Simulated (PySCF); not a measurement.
Species: 1-methylimidazole, C4H6N2.
Bonds: C1–N2, N2–C3 (aromatic), C3–C4 (aromatic), C4–N5 (aromatic), N5–C6 (aromatic), N2–C6 (aromatic). Hydrogens: H7, H8, H9 on C1; H10 on C3; H11 on C4; H12 on C6.

Structure optimised with GFN2-xTB, isolated species.

Problem. What internal coordinates does the optimisation give?

Solution. 
| bond | length (Å) | order |
| --- | --- | --- |
| C1–N2 | 1.434 | single |
| N2–C3 | 1.367 | aromatic |
| C3–C4 | 1.365 | aromatic |
| C4–N5 | 1.358 | aromatic |
| N5–C6 | 1.304 | aromatic |
| N2–C6 | 1.353 | aromatic |
| C1–H7, C1–H8, C1–H9 | 1.091 | single |
| C3–H10 | 1.071 | single |
| C4–H11 | 1.071 | single |
| C6–H12 | 1.072 | single |

Bonds in one row agree within 0.01 Å and their mean is given. Orders are formal, as drawn. A selection of angles:
| angle | degrees |
| --- | --- |
| N2–C1–H7 | 110.6 |
| N2–C1–H8 | 110.4 |
| H7–C1–H8 | 108.5 |
| C1–N2–C3 | 126.3 |
| C1–N2–C6 | 127.6 |
| C3–N2–C6 | 106.1 |
| N2–C3–C4 | 106.1 |
| N2–C3–H10 | 122.0 |
| C4–C3–H10 | 131.9 |
| C3–C4–N5 | 110.0 |
| C3–C4–H11 | 129.0 |
| N5–C4–H11 | 121.0 |
| C4–N5–C6 | 105.6 |
| N5–C6–H12 | 124.8 |
| N2–C6–N5 | 112.3 |
| N2–C6–H12 | 122.9 |

The 6 heavy atoms lie in one plane (0.005 Å rms). N5 (pyridine-type nitrogen) is bent (angle 105.6°). Of the pairs four or more bonds apart, H9···H12 is among the closest relative to their van der Waals radii: 2.51 Å, 104 % of the sum of Bondi's values. The 5-membered ring N2–C3–C4–N5–C6 has internal angles of 105.6° to 112.3°; it is planar, 0.00 Å rms from its mean plane, widest ring torsion 0°. N2 (pyrrole-type nitrogen) is planar (angles 127.6°, 126.3° and 106.1°, sum 360.0°, 0.01 Å off the plane of its three neighbours). The C–N distances run from 1.304 Å (N5–C6, aromatic) to 1.434 Å (C1–N2, drawn single), a spread of 0.130 Å.

Point group: near Cs, missed by 0.25 Å at most; the miss may be what the optimiser left on a soft mode. Stationary, but not proved a minimum.

All values are computed, not measured.
